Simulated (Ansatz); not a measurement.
**Relaxing BeC3**

These are results of DFT PBE, scalar-relativistic, plane waves, PAW (Ansatz), not measurements. Cutoff 420 eV, Γ-centred k mesh, Gaussian smearing, no spin polarisation in the final step.

BeC3 was placed on the Cu3Au (L1_2) structure type (Pm-3m, No. 221), with Be in place of Au, C in place of Cu, at a guessed volume.

```
CELL_PARAMETERS angstrom
3.09355 0.00000 0.00000
0.00000 3.09355 0.00000
0.00000 0.00000 3.09355
ATOMIC_POSITIONS crystal
Be 0.00000 0.00000 0.00000
C 0.00000 0.50000 0.50000
C 0.50000 0.00000 0.50000
C 0.50000 0.50000 0.00000
```

Cell and atoms relax at zero pressure; the relaxation can't lower the symmetry of the start. After a coarse first stage the cell is made exact in the group found at 0.06 Å.

The zero of energy is the elements' standard structures at the same level; no fitted shifts are applied.

**Question.** What does it relax into?

**Answer.** It keeps Pm-3m (No. 221). The result has the Cu3Au (L1_2) structure. Conventional cell: a = 3.013 Å. Be has 12 C at 2.13 Å; C has 4 Be at 2.13 Å and 8 C at 2.13 Å.

```xyz
4
Lattice="3.0125 0.0000 0.0000 0.0000 3.0125 0.0000 0.0000 0.0000 3.0125" Properties=species:S:1:pos:R:3 pbc="T T T"
Be    0.0000    0.0000    0.0000
C     0.0000    1.5063    1.5063
C     1.5063    0.0000    1.5063
C     1.5063    1.5063    0.0000
```

**Question.** What are its volume, energy, density and gap?

**Answer.** The volume per atom is 6.83 Å³ and the density is 2.74 g/cm³. The energy over the elements is 2.92 eV/atom and the gap on the 16×16×16 mesh is 0 eV (a metal).

The final run used a 16×16×16 mesh on its 4-atom cell and 0.10 eV smearing. The k mesh leaves about 4 meV/atom of noise in metals. A structure relaxed within its symmetry needn't be a true minimum.

Cost: 3 runs of about 0.47 core-minutes in all, on Arm Neoverse V1 (shared hosts).